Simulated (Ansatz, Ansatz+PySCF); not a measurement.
```yaml
atoms:
  - { symbol: S, position_ang: [0.0000, 0.0000, 0.9351] }
  - { symbol: S, position_ang: [0.0000, 0.0000, -0.9351] }
```

Basis set: cc-pV(T+d)Z (spherical functions). Correlated methods keep 10 orbitals frozen. Correlation on ROHF uses semicanonical orbitals with singles. Charge 0, multiplicity 3.

Computed with Ansatz (development build ahead of 0.2.0); each method stands on the lowest determinant of its kind that the runs found.

The atomization energy at this shape (free ground-state atoms in the same class of orbitals less the molecule, no zero-point energy) of triplet S₂:

```json
{"method": "ROHF-CCSD(T)", "atomization energy": "4.11 eV"}
{"method": "UHF-CCSD", "atomization energy": "3.84 eV"}
{"method": "ROHF-MP2", "atomization energy": "4.55 eV"}
```

(1) What does UHF-MP2 give?

Results:

(1) 4.36 eV.
